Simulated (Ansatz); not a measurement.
**Worked example: H3Ge–CH⁺, doublet against H3Ge–CH, triplet**

Geometry (PBE0/def2-TZVP stationary point of a triplet), kept for both states (H3Ge–CH, triplet: A''; H3Ge–CH⁺, doublet: A'):

```yaml
atoms:
  - { symbol: Ge, position_ang: [0.0000, 0.0107, 0.2714] }
  - { symbol: C, position_ang: [0.0000, -0.1101, -1.6244] }
  - { symbol: H, position_ang: [0.0000, 1.4904, 0.7010] }
  - { symbol: H, position_ang: [1.2516, -0.6845, 0.8323] }
  - { symbol: H, position_ang: [-1.2516, -0.6845, 0.8323] }
  - { symbol: H, position_ang: [0.0000, 0.4197, -2.5678] }
```

Basis cc-pVDZ; Ansatz 0.2.0. Only valence electrons are correlated (noble-gas cores and the filled d shells of p-block atoms frozen). R marks a restricted (for open shells ROHF) determinant, U an unrestricted one. No spin–orbit coupling is included, and no scalar relativity.

Full CI isn't at hand for all of this; UCCSDT(Q) serves as the reference, and is uncertain by about the last step of the cluster series.

```json
{"level": "UHF", "E(H3Ge–CH, triplet) (hartree)": "-2115.428000", "E(H3Ge–CH⁺, doublet) (hartree)": "-2115.094938"}
{"level": "UMP2", "E(H3Ge–CH, triplet) (hartree)": "-2115.613353", "E(H3Ge–CH⁺, doublet) (hartree)": "-2115.265921"}
{"level": "UCCSD(T)", "E(H3Ge–CH, triplet) (hartree)": "-2115.659589", "E(H3Ge–CH⁺, doublet) (hartree)": "-2115.317450"}
{"level": "PBE", "E(H3Ge–CH, triplet) (hartree)": "-2116.946775", "E(H3Ge–CH⁺, doublet) (hartree)": "-2116.609866"}
{"level": "B3LYP", "E(H3Ge–CH, triplet) (hartree)": "-2117.378790", "E(H3Ge–CH⁺, doublet) (hartree)": "-2117.037984"}
{"level": "UCCSDT(Q)", "E(H3Ge–CH, triplet) (hartree)": "-2115.660817", "E(H3Ge–CH⁺, doublet) (hartree)": "-2115.319399"}
```

Task: Give the vertical gap, H3Ge–CH⁺ doublet less H3Ge–CH triplet, at each level in eV (1 hartree = 27.2114 eV), and each error against UCCSDT(Q).

Result: UCCSDT(Q): (-2115.319399 − (-2115.660817)) × 27.2114 = 9.290 eV (the reference)
B3LYP: (-2117.037984 − (-2117.378790)) × 27.2114 = 9.274 eV, error -0.016 eV
PBE: (-2116.609866 − (-2116.946775)) × 27.2114 = 9.168 eV, error -0.122 eV
UCCSD(T): (-2115.317450 − (-2115.659589)) × 27.2114 = 9.310 eV, error 0.020 eV
UMP2: (-2115.265921 − (-2115.613353)) × 27.2114 = 9.454 eV, error 0.164 eV
UHF: (-2115.094938 − (-2115.428000)) × 27.2114 = 9.063 eV, error -0.227 eV

Total energies of functionals can't be set beside those of wave-function methods, since they hold the core's correlation and their own absolute errors; only the differences compare.

In so small a basis the reference is far from its limit while semilocal and hybrid functionals are nearer theirs, so the functionals' errors here hold much of the reference's basis and frozen-core error, which can add to them or hide them.

Each level lands on the state that its own search finds. T1 diagnostics of restricted CCSD: 0.021 and 0.034.
